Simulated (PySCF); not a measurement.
## Silicon: a sound run and one with changed settings

Sound run: Si [Ne] 3s2 3p2, Si⁺ [Ne] 3s2 3p1. All numbers are calculated (PySCF 2.14, no relativity, point nucleus, in cc-pV(D+d)Z (4s3p2d, 23 functions)). In the sound run the correlated levels freeze [Ne]. The sound run starts from symmetry-adapted Hartree-Fock orbitals and uses a fine grid where one is needed.

A second run was set up differently.

```csv
species,method,sound run (hartree),changed run (hartree),converged
Si,MP2,-288.89571,-288.85482,yes
Si,CCSD(T),-288.91643,-288.85714,yes
```

Ionisation energy of Si:

```csv
method,sound run (eV),changed run (eV)
UHF,7.641,7.641
MP2,7.921,7.766
SCS-MP2,7.848,7.683
CCSD,7.942,7.829
CCSD(T),7.953,7.829
CCSDT,n/a,7.829
FCI,n/a,7.829
```

Task: What was changed?
A. level shift left on
B. basis contracted for another Hamiltonian
C. too few SCF iterations
D. a valence shell is frozen

Result: D. Freezing a valence shell removes pair correlation that changes on ionisation.
